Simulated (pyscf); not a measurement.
Structures and frequencies: ωB97X-D3(BJ)/def2-SVP in PySCF.

For the elementary gas-phase step F–CH•–CH(F)–F (SMILES F[CH]C(F)F) → F–CH₂–C•(F)–F (SMILES FC[C](F)F) (doublet surface; C–H broken, C–H formed), what barrier and reaction energy does B3LYP-D3(BJ)/def2-TZVP give, measured from the reactant's lowest minimum found?

ΔE‡ = 54.0 kcal/mol, ΔE = +0.4 kcal/mol. ωB97M-D3(BJ)/def2-TZVP gives 54.9 kcal/mol and +0.9 kcal/mol. Zero-point energy shifts the barrier by -3.0 kcal/mol. It is a hydrogen shift, with an imaginary mode of 2212i cm⁻¹. F–CH•–CH(F)–F lies 14.0 kcal/mol over its isomer •H₂C–C(F)(F)–F, and others may lie lower still (electronic energy, ωB97M-D3(BJ)). F–CH₂–C•(F)–F lies 14.8 kcal/mol over its isomer •H₂C–C(F)(F)–F, and others may lie lower still (electronic energy, ωB97M-D3(BJ)). This is the saddle that the search found; another between the same sides may lie lower.
